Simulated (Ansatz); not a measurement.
# Diamond-structure Si

Method: r²SCAN (PAW; Ansatz, a program for electronic structure).

Numerical settings: plane-wave cutoff 500 eV, 2×2×2 k mesh, gaussian smearing 0.02 eV, cell of 216 sites, scalar-relativistic PAW data made under PBE.

Cell: relaxed at this level.

```yaml
vacancy_formation_energy: 4.33 eV
vacancy_formation_energy_before_relaxation: 4.44 eV
```

Measured, for comparison: vacancy formation energy 3.6 eV (no zero-point or thermal correction, monovacancy; as tabulated in Garrity and Choudhary (2023), arXiv:2112.11585). Computed (rounded) less measured: vacancy formation energy +0.73 eV.

Note: the vacancy is neutral, without spin, and relaxed from the ideal cell, whose symmetry can bar a Jahn–Teller distortion; the defect's distortion and the cell size are not converged; energies are extrapolated to zero smearing, and mesh and cell size move such values by some tenths of an eV.

Static lattice: no zero-point or thermal effects.
